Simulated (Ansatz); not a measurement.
The same path of BFH2 + Cl (5 atoms, charge 0, multiplicity 2) was run 3 times with different band settings.

The calculation used UKS PBE0-D4/cc-pVDZ (Ansatz).

Relaxed end points:

```xyz
5
Properties=species:S:1:pos:R:3
B -0.106 0.000 -0.024
F -0.697 0.077 1.173
H 1.092 -0.127 -0.049
H -0.828 0.065 -0.989
Cl 0.540 -0.016 3.638
```

```xyz
5
Properties=species:S:1:pos:R:3
B -0.012 -0.010 -0.143
F 0.006 0.009 1.191
H 1.048 -0.132 -0.709
H -1.086 0.092 -0.685
Cl 0.044 0.040 4.095
```

Common settings: movable images 7; climbing image yes; spring 5.0 eV/Å²; optimiser quadratic models (default); start path through a guess of the saddle point; iteration limit 60; end points relaxed.

| run | force threshold |
| --- | --- |
| 1 | 0.05 eV/Å |
| 2 | 0.5 eV/Å |
| 3 | 0.2 eV/Å |

Task: What does each run give, and how far can it be trusted?

Result: Run 1: converged after 16 iterations, highest image 0.022 eV above the first end. The highest image is an end point: on this band no image between the ends rises above it. A vibrational analysis next to that end finds imaginary modes (45i cm⁻¹), so it isn't a minimum.
Run 2: converged after 7 iterations, highest image 0.022 eV above the first end. The highest image is an end point: on this band no image between the ends rises above it.
Run 3: converged after 10 iterations, highest image 0.022 eV above the first end. The highest image is an end point: on this band no image between the ends rises above it.
